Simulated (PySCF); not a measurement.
# Core-level binding energies of `C=C=PC1CC1`

Compound: C₅H₇P.
Atom-mapped SMILES: `[CH2:1]=[C:2]=[P:3][CH:4]1[CH2:5][CH2:6]1`

Structure used (GFN2-xTB), in Å, numbered top down from 1:
```
atom  x, y, z in Å
C1     3.0830   -0.4255    0.7822
C2     1.9861    0.2447    0.6148
P3     0.6774    1.2132    0.4386
C4    -0.5815   -0.0661   -0.0174
C5    -1.9979    0.1272    0.4496
C6    -1.6626    0.3114   -0.9923
H7     3.7692   -0.6191   -0.0308
H8     3.3598   -0.8468    1.7388
H9    -0.2019   -1.0801   -0.0585
H10   -2.5574   -0.7476    0.7462
H11   -2.2269    1.0072    1.0334
H12   -1.9881   -0.4348   -1.7018
H13   -1.6636    1.3168   -1.3888
```

Method used: delta-SCF UKS SCAN, pcX-2 on the ionised atom, pcseg-1 elsewhere, spin-free X2C (PySCF). Vertical ΔSCF values, vacuum level as zero.

Task: Give the core binding energies atom by atom.

Result: 
```json
{"atom(s)": "P3", "bonded to": "C (double bond) and C", "level": "P 1s", "binding energy (eV)": "2149.61", "2p1/2 (eV)": "–", "above the level's lowest (eV)": "0.00", "count": "1"}
{"atom(s)": "C5/C6", "bonded to": "2 C and 2 H", "level": "C 1s", "binding energy (eV)": "290.54", "2p1/2 (eV)": "–", "above the level's lowest (eV)": "+0.60", "count": "2"}
{"atom(s)": "C4", "bonded to": "2 C, H and P", "level": "C 1s", "binding energy (eV)": "290.37", "2p1/2 (eV)": "–", "above the level's lowest (eV)": "+0.43", "count": "1"}
{"atom(s)": "C1", "bonded to": "C (double bond) and 2 H", "level": "C 1s", "binding energy (eV)": "290.18", "2p1/2 (eV)": "–", "above the level's lowest (eV)": "+0.24", "count": "1"}
{"atom(s)": "C2", "bonded to": "C (double bond) and P (double bond)", "level": "C 1s", "binding energy (eV)": "289.94", "2p1/2 (eV)": "–", "above the level's lowest (eV)": "0.00", "count": "1"}
{"atom(s)": "P3", "bonded to": "C (double bond) and C", "level": "P 2p3/2", "binding energy (eV)": "136.03", "2p1/2 (eV)": "136.92", "above the level's lowest (eV)": "0.00", "count": "1"}
```

Lowest listed C 1s: C2, bonded to C (double bond) and P (double bond). Highest, 0.60 eV above it: C5/C6, bonded to 2 C and 2 H. The widest gap between neighbouring values is 0.24 eV, between 289.94 and 290.18 eV.

Task: Express the binding energy of C 1s of C1 in atomic units and per mole.

Result: 290.18 eV = 10.6639 Eh = 27998 kJ/mol.

Task: Which photon energy gives electrons from C 1s of C1 a kinetic energy of 150 eV, and what is their de Broglie wavelength?

Result: hν = 290.18 + 150 = 440.18 eV, recoil neglected; λ = 12.264 Å/√(E/eV) = 1.00 Å.

The first atom of each set that the bonding makes equivalent was ionised and stands for the set. The unrestricted hole states depart most from a pure doublet (⟨S²⟩ = 0.75; over 0.85 named) for C 1s of C2 (0.89), which makes this value less certain. 2p3/2 and 2p1/2 are the ΔSCF energy of one spin-free 2p hole plus the eigenvalues of a spin–orbit and ligand-field matrix of the shell. 2p1/2 minus 2p3/2 (ligand field included): P 0.89 eV. The structure is a single GFN2-xTB conformer in the gas phase; no vibrational or solvent corrections.
